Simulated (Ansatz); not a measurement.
**C3H6F2O: one species, many methods**

Aim: compute C3H6F2O with functionals from several rungs and with coupled cluster. The yardstick is the atomisation energy at the CCSD(T) limit.

Program: Ansatz 0.2.0, Gaussian basis. Level of theory: functionals in def2-TZVPP, the program's frozen cores in correlated methods. These are calculated values, not measurements.

Plan: PBE-D4, r2SCAN-D4, PBE0-D4, B3LYP-D4, ωB97X-V, ωB97M-V, B2PLYP; CCSD(T)/def2-TZVPP; MP2/def2-QZVPP; extrapolation to the limit.

## (1) The geometry

All runs share one geometry, relaxed beforehand with PBE0-D4 in a triple-zeta def2 set.

SMILES `FCCOCF`, 12 atoms, charge 0, spin multiplicity 1.

Atoms are counted from 1 here; the program's logs count them from 0.

Bond lengths: F1–C2 1.379 Å, C2–C3 1.509 Å, C2–H7 1.093 Å, C2–H8 1.093 Å, C3–O4 1.414 Å, C3–H9 1.098 Å, C3–H10 1.094 Å, O4–C5 1.366 Å, C5–F6 1.380 Å, C5–H11 1.098 Å, C5–H12 1.091 Å. Angles: F1–C2–C3 108.7°, F1–C2–H7 108.6°, F1–C2–H8 108.7°, C3–C2–H7 110.9°, C3–C2–H8 110.7°, H7–C2–H8 109.2°, C2–C3–O4 106.8°, C2–C3–H9 110.1°, C2–C3–H10 110.1°, O4–C3–H9 110.4°, O4–C3–H10 111.0°, H9–C3–H10 108.5°, C3–O4–C5 114.4°, O4–C5–F6 111.2°, O4–C5–H11 112.0°, O4–C5–H12 107.5°, F6–C5–H11 106.4°, F6–C5–H12 107.9° and more.

## (2) PBE-D4 (GGA)

File in.yaml:

```yaml
crystal:
  periodic: [false, false, false]
  atoms:
    - {symbol: F, position_ang: [-2.818638, -0.101057, -0.144125]}
    - {symbol: C, position_ang: [-1.599082, -0.722554, -0.312635]}
    - {symbol: C, position_ang: [-0.504521, 0.255610, 0.037478]}
    - {symbol: O, position_ang: [0.722995, -0.418801, -0.157565]}
    - {symbol: C, position_ang: [1.823104, 0.287951, 0.236622]}
    - {symbol: F, position_ang: [2.056890, 1.356815, -0.604494]}
    - {symbol: H, position_ang: [-1.561486, -1.599668, 0.339009]}
    - {symbol: H, position_ang: [-1.510908, -1.043680, -1.353815]}
    - {symbol: H, position_ang: [-0.603914, 0.575500, 1.083347]}
    - {symbol: H, position_ang: [-0.571556, 1.139777, -0.603969]}
    - {symbol: H, position_ang: [1.702698, 0.706540, 1.244975]}
    - {symbol: H, position_ang: [2.682420, -0.381534, 0.174471]}
basis:
  gaussian: {orbitals: def2-TZVPP}
hamiltonian: {xc: pbe, dispersion: d4}
output: {forces: true, orbitals: {seedname: orbitals}}
```

Further steps of the session: r2SCAN-D4 (meta-GGA); PBE0-D4 (hybrid); B3LYP-D4 (hybrid); ωB97X-V (range-separated); ωB97M-V (range-separated); B2PLYP (double hybrid); CCSD(T) in def2-TZVPP; MP2 in def2-QZVPP.

**Question.** What will the summary of the whole plan be? Wanted: atomisation energy, CCSD(T)/CBS; farthest; mean size of error, hybrid; mean size of error, range-separated; gap, smallest and largest; T1 diagnostic; triples share of the correlation energy.

The runs gave:

| quantity | value |
| --- | --- |
| atomisation energy, CCSD(T)/CBS | 1117.2 kcal/mol |
| functionals within 5.6 kcal/mol (0.5 %) | r2SCAN-D4, PBE0-D4, B3LYP-D4, ωB97X-V, ωB97M-V |
| farthest | PBE-D4 (+32.7 kcal/mol) |
| mean size of error, hybrid | 3.2 kcal/mol |
| mean size of error, range-separated | 2.8 kcal/mol |
| gap, smallest and largest | 7.48 eV (PBE-D4), 14.53 eV (ωB97X-V) |
| T1 diagnostic | 0.0112 |
| triples share of the correlation energy | 3.3 % |

**Reading.** PBE-D4 is off by +32.7 kcal/mol. Double hybrids carry the basis error of their MP2 part in triple zeta, and no dispersion term here, so their miss is partly the set-up's. The reference freezes the cores and leaves out relativity and excitations past (T), so misses under about 5.6 kcal/mol can't be ranked. Hartree-Fock recovers 71 % of the binding; the rest is correlation. The gap grows from 7.5 to 14.5 eV across the functionals, mostly with the share of exact exchange.
